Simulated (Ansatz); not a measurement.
One change: `CC(F)F` becomes `CC(F)CF`.

Ansatz, PBE0-D4/def2-TZVP geometries, multiplicity 1. Each molecule was computed in one conformer, which needn't be the lowest.

| property | `CC(F)F` |
| --- | --- |
| HOMO–LUMO gap (ωB97M-V/def2-TZVPP) / eV | 15.00 |
| size of the dipole moment (B3LYP/def2-TZVPP) / D | 2.20 |
| HOMO energy (ωB97M-V/def2-TZVPP) / eV | -12.08 |
| LUMO energy (PBE/def2-TZVPP) / eV | 0.71 |
| HOMO–LUMO gap (PBE0/def2-TZVPP) / eV | 11.15 |
| LUMO energy (PBE0/def2-TZVPP) / eV | 1.50 |

(1) What does the change do to each property? (An estimate is asked.)

Results:

(1) Ansatz gave: 
```csv
property,`CC(F)CF`,shift
HOMO–LUMO gap (ωB97M-V/def2-TZVPP) / eV,14.27,-0.73
size of the dipole moment (B3LYP/def2-TZVPP) / D,2.90,0.70
HOMO energy (ωB97M-V/def2-TZVPP) / eV,-11.68,0.40
LUMO energy (PBE/def2-TZVPP) / eV,0.37,-0.34
HOMO–LUMO gap (PBE0/def2-TZVPP) / eV,10.43,-0.72
LUMO energy (PBE0/def2-TZVPP) / eV,1.16,-0.34
```

With PBE0 the HOMO rises by 0.38 eV and the LUMO falls by 0.34 eV, so the gap narrows by about 0.72 eV. PBE moves the HOMO by 0.32 eV and ωB97M-V by 0.40 eV. The zero-point energy changes by 74.6 kJ/mol with +9 modes. Dipoles are sizes alone; their direction can turn.

B3LYP here is the variant with VWN-RPA as its local correlation; programs differ in this.
